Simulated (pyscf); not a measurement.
This saddle point was located with ωB97X-D3(BJ)/def2-SVP in PySCF.

```xyz
4

O      1.0053     0.0900    -1.6133
Ge     1.1550    -0.0172     0.0104
H      0.7271    -0.3342     1.4334
H     -0.3928    -0.6990     0.6658
```
Charge 0, spin multiplicity 1.

Surface: singlet, charge 0. Lowest wavenumbers (cm⁻¹): 1843i, 556, 566, 971, 1340.

### Question
What reaction is this the transition state of?

### Answer
`[O]=[GeH2]` <-> `[O]=[Ge]` [singlet] + `[H][H]`, a 1,1-elimination read from left to right: Ge–H, Ge–H broken and H–H formed. At ωB97M-D3(BJ)/def2-TZVP it lies +70.0 kcal/mol from the left side and +85.4 kcal/mol from the right (each side as separated species at their lowest minima found). O=GeH₂ lies 30.4 kcal/mol over its isomer HO–GeH: [singlet] (electronic energy, ωB97M-D3(BJ)/def2-TZVP). This is the saddle that the search found; another between the same sides may lie lower. Elements up to Kr have no core potential and no relativistic terms here.
